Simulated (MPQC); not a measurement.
# SF2 (sulfur difluoride): levels of theory compared

Wanted: a comparison of 6 runs (HF/STO-3G, HF/3-21G, HF/def2-SVP, PBE0/def2-SVP, B3LYP/6-311G**, B3LYP/def2-SVPD) of SF2 (sulfur difluoride). 

The calculation is run with MPQC 2.3.1.

## (1) Starting point

SF2: 3 atoms, total charge 0, spin state singlet. As SMILES, `FSF`. The coordinates come from a GFN2-xTB relaxation.

Bond lengths: F1–S2 1.632 Å, S2–F3 1.632 Å. Angles: F1–S2–F3 97.2°.

## (2) Energy and forces at HF/STO-3G (run 1)

input.in

```
% F2S
molecule<Molecule>: (
  symmetry = c1
  unit = bohr
  { atoms geometry } = {
    F  [ 0.85933406     2.13826290     0.70877958 ]
    S  [ -1.18478269     0.24891473    -0.62047268 ]
    F  [ 0.32544863    -2.38715873    -0.08830690 ]
  }
)
basis<GaussianBasisSet>: (
  name = "STO-3G"
  molecule = $:molecule
  basisdir = "."
  puream = yes
)
mpqc: (
  checkpoint = no
  savestate = no
  restart = no
  do_energy = yes
  do_gradient = yes
  optimize = no
  mole<CLHF>: (
    molecule = $:molecule
    basis = $:basis
    total_charge = 0
    memory = 1000000000
    print_evals = yes
    print_npa = yes
    maxiter = 120
    value_accuracy = 1e-08
    guess_wavefunction<CLHF>: (
      molecule = $:molecule
      total_charge = 0
      memory = 1000000000
      value_accuracy = 1e-3
      basis<GaussianBasisSet>: (
        name = "3-21G"
        molecule = $:molecule
      )
    )
  )
)
```

The basis set STO-3G is read from a file made from the Basis Set Exchange's data (not shown).

Command:

```
$ mpqc -o input.out input.in
```

What it wrote:

```text
MPQC: Massively Parallel Quantum Chemistry
[...]
  LUMO is    18   A =   0.359051
  total scf energy = -589.1739816574
[...]
Value of the MolecularEnergy: -589.1739816574
  Gradient of the MolecularEnergy:
      1   -0.0078803862
      2   -0.0000950794
      3   -0.0043223199
      4    0.0154393915
      5   -0.0033690651
      6    0.0080716382
      7   -0.0075590052
      8    0.0034641444
      9   -0.0037493183
  Function Parameters:
    value_accuracy    = 3.178458e-09 (1.000000e-08) (computed)
[...]
      symmetry = c1
[...]
```

Run time: 0.2 s. Hardware: 1 thread of Intel Xeon 6975P-C (Granite Rapids), shared host.

## (3) Energy and forces at HF/3-21G (run 2)

input.in

```
% F2S
molecule<Molecule>: (
   symmetry = c1
   unit = bohr
   { atoms geometry } = {
      F  [ 0.85933406 2.13826290 0.70877958 ]
      S  [ -1.18478269 0.24891473 -0.62047268 ]
      F  [ 0.32544863 -2.38715873 -0.08830690 ]
   }
)
basis<GaussianBasisSet>: (
   name = "3-21G"
   molecule = $:molecule
   basisdir = "."
   puream = yes
)
mpqc: (
   checkpoint = no
   savestate = no
   restart = no
   do_energy = yes
   do_gradient = yes
   optimize = no
   mole<CLHF>: (
      molecule = $:molecule
      basis = $:basis
      total_charge = 0
      memory = 1000000000
      print_evals = yes
      print_npa = yes
      maxiter = 120
      value_accuracy = 1e-08
      guess_wavefunction<CLHF>: (
         molecule = $:molecule
         total_charge = 0
         memory = 1000000000
         value_accuracy = 1e-3
         basis<GaussianBasisSet>: (
            name = "STO-2G"
            molecule = $:molecule
         )
      )
   )
)
```

The basis set 3-21G is read from a file made from the Basis Set Exchange's data (not shown).

Command:

```
$ mpqc -o input.out input.in
```

What it wrote:

```text
MPQC: Massively Parallel Quantum Chemistry
[...]
  LUMO is    18   A =   0.105316
  total scf energy = -593.2834688890
[...]
Value of the MolecularEnergy: -593.2834688890
  Gradient of the MolecularEnergy:
      1   -0.0095012852
      2   -0.0093848042
      3   -0.0062457898
      4    0.0164493803
      5   -0.0035589676
      6    0.0086030576
      7   -0.0069480951
      8    0.0129437719
      9   -0.0023572678
  Function Parameters:
    value_accuracy    = 7.342037e-09 (1.000000e-08) (computed)
[...]
      symmetry = c1
[...]
```

Wall time 0.24 s (1 thread of Intel Xeon 6975P-C (Granite Rapids), shared host).

## (4) Energy and forces at HF/def2-SVP (run 3)

mol.in

```
molecule<Molecule>: (
  symmetry = c1
  unit = angstrom
  { atoms geometry } = {
    F  [ 0.454740 1.131520 0.375070 ]
    S  [ -0.626960 0.131720 -0.328340 ]
    F  [ 0.172220 -1.263230 -0.046730 ]
  }
)
basis<GaussianBasisSet>: (
  name = "def2-SVP"
  molecule = $:molecule
  basisdir = "."
  puream = yes
)
mpqc: (
  checkpoint = no
  savestate = no
  restart = no
  do_energy = yes
  do_gradient = yes
  optimize = no
  mole<CLHF>: (
    molecule = $:molecule
    basis = $:basis
    total_charge = 0
    memory = 1000000000
    print_evals = yes
    print_npa = yes
    maxiter = 120
    value_accuracy = 1e-08
    guess_wavefunction<CLHF>: (
      molecule = $:molecule
      total_charge = 0
      memory = 1000000000
      value_accuracy = 1e-3
      basis<GaussianBasisSet>: (
        name = "STO-3G"
        molecule = $:molecule
      )
    )
  )
)
```

The basis set def2-SVP is read from a file made from the Basis Set Exchange's data (not shown).

Command:

```
$ mpqc mol.in > mol.out
```

What it wrote:

```text
MPQC: Massively Parallel Quantum Chemistry
[...]
  LUMO is    18   A =   0.091700
  total scf energy = -596.0323866691
[...]
Value of the MolecularEnergy: -596.0323866691
  Gradient of the MolecularEnergy:
      1    0.0208996185
      2    0.0189341945
      3    0.0135479044
      4   -0.0363852391
      5    0.0075771624
      6   -0.0190624794
      7    0.0154856206
      8   -0.0265113569
      9    0.0055145749
  Function Parameters:
    value_accuracy    = 7.544258e-09 (1.000000e-08) (computed)
[...]
      symmetry = c1
[...]
```

Wall time 0.72 s (1 thread of Intel Xeon 6975P-C (Granite Rapids), shared host).

Runs 4 to 5 aren't shown in full; the table further down has their settings and results.

## (5) Energy and forces at B3LYP/def2-SVPD (run 6)

run.in

```
molecule<Molecule>: (
    symmetry = c1
    unit = bohr
    { atoms geometry } = {
        F  [ 0.85933406     2.13826290     0.70877958 ]
        S  [ -1.18478269     0.24891473    -0.62047268 ]
        F  [ 0.32544863    -2.38715873    -0.08830690 ]
    }
)
basis<GaussianBasisSet>: (
    name = "def2-SVPD"
    molecule = $:molecule
    basisdir = "."
    puream = yes
)
mpqc: (
    checkpoint = no
    savestate = no
    restart = no
    do_energy = yes
    do_gradient = yes
    optimize = no
    mole<CLKS>: (
        molecule = $:molecule
        basis = $:basis
        total_charge = 0
        memory = 1000000000
        print_evals = yes
        print_npa = yes
        maxiter = 120
        value_accuracy = 1e-08
        functional<StdDenFunctional>: ( name = "B3LYP" )
        integrator<RadialAngularIntegrator>: ( grid = xfine )
        guess_wavefunction<CLHF>: (
            molecule = $:molecule
            total_charge = 0
            memory = 1000000000
            value_accuracy = 1e-3
            basis<GaussianBasisSet>: (
                name = "STO-3G"
                molecule = $:molecule
            )
        )
    )
)
```

The basis set def2-SVPD is read from a file made from the Basis Set Exchange's data (not shown).

Command:

```
$ mpqc run.in > run.out
```

What it wrote:

```text
MPQC: Massively Parallel Quantum Chemistry
[...]
  Integrated electron density error = -0.000501754893
  iter     1 energy = -596.9983805095 delta = 1.40906e-01
  Integrated electron density error = -0.000402291148
  iter     2 energy = -597.2453840519 delta = 3.64270e-02
[...]
  Integrated electron density error = 0.000000753662
  iter    11 energy = -597.5692966047 delta = 6.72577e-07
  Integrated electron density error = 0.000000753641
  iter    12 energy = -597.5692966048 delta = 1.01923e-07
  Integrated electron density error = 0.000000753641
  iter    13 energy = -597.5692966048 delta = 1.55103e-08
[...]
  LUMO is    18   A =  -0.096665
  total scf energy = -597.5692966048
[...]
  Integrated electron density error = 0.000000757445
  Total Gradient:
[...]
Value of the MolecularEnergy: -597.5692966048
  Gradient of the MolecularEnergy:
      1   -0.0002873626
      2   -0.0029173781
      3   -0.0004946553
      4   -0.0000609928
      5   -0.0000605162
      6   -0.0000333415
      7    0.0003483554
      8    0.0029778943
      9    0.0005279968
  Closed Shell Kohn-Sham (CLKS) Parameters:
    Function Parameters:
[...]
        symmetry = c1
[...]
```

It took 18 s on 1 thread of Intel Xeon 6975P-C (Granite Rapids), shared host; peak memory 0.5 GiB.

## (6) Overview of the runs

```csv
run,level,starting guess,integration grid,energy (Eh),HOMO energy (eV),LUMO energy (eV),HOMO–LUMO gap (eV),wall time
1,HF/STO-3G,3-21G,–,-589.173982,-7.46,9.77,17.23,0.2 s
2,HF/3-21G,STO-2G,–,-593.283469,-11.14,2.87,14.00,0.24 s
3,HF/def2-SVP,STO-3G,–,-596.032387,-11.18,2.50,13.68,0.72 s
4,PBE0/def2-SVP,STO-2G,xfine,-597.192550,-7.33,-1.80,5.53,7.2 s
5,B3LYP/6-311G**,STO-3G,xfine,-597.884741,-7.22,-2.41,4.81,10 s
6,B3LYP/def2-SVPD,STO-3G,xfine,-597.569297,-7.44,-2.63,4.81,18 s
```

## (7) Outcome

```
                       quantity          value
            run 6: total energy  -597.56930 Eh
             run 6: HOMO energy       -7.44 eV
             run 6: LUMO energy       -2.63 eV
           run 6: HOMO–LUMO gap        4.81 eV
run 6: largest force on an atom     0.157 eV/Å
```

**Reading.** The HOMO–LUMO gap runs from 4.81 eV (B3LYP/6-311G**) to 17.23 eV (HF/STO-3G). The two ends differ in method and basis. Totals of different functionals can't be ranked against each other. In run 1 the basis is minimal, so the values are rough. All runs together took 37 s, the longest 18 s.
